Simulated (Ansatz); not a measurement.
```yaml
crystal:
  periodic: [false, false, false]
  atoms:
    - {symbol: N, position_ang: [-1.210199, 0.380295, 1.440167]}
    - {symbol: C, position_ang: [-0.596989, -0.220509, 0.276198]}
    - {symbol: C, position_ang: [0.881946, -0.621373, 0.400377]}
    - {symbol: C, position_ang: [1.094662, -0.097361, -1.032435]}
    - {symbol: C, position_ang: [-0.194180, 0.729183, -0.863613]}
    - {symbol: H, position_ang: [-2.139298, 0.718100, 1.215307]}
    - {symbol: H, position_ang: [-1.322002, -0.308398, 2.175762]}
    - {symbol: H, position_ang: [-1.167082, -1.065472, -0.141280]}
    - {symbol: H, position_ang: [1.119610, -1.664673, 0.615867]}
    - {symbol: H, position_ang: [1.373396, 0.021766, 1.134174]}
    - {symbol: H, position_ang: [0.973900, -0.888687, -1.775144]}
    - {symbol: H, position_ang: [2.018985, 0.440308, -1.244887]}
    - {symbol: H, position_ang: [-0.866895, 0.828429, -1.717428]}
    - {symbol: H, position_ang: [0.021048, 1.718993, -0.454266]}
basis:
  gaussian: {orbitals: def2-TZVPD, point_charges: [{charge: 0.50, position_ang: [5.041, -0.508, -0.787]}]}
magnetization: {spin_polarized: true, initial_magnetization: 1}
hamiltonian: {xc: {name: B97M-V}}
output: {forces: true}
```

```sh
$ ansatz run in.yaml --threads 4 --pin off --events-out ev --progress --plain --max-ram 10444MiB
```

Q: How does Ansatz answer? (Estimate.)

A: Computed: The input was rejected before any iteration.
```
Error: a molecule whose nuclei and cores have a total charge of 40 cannot have a net charge of 0 together with 1 unpaired electrons
```
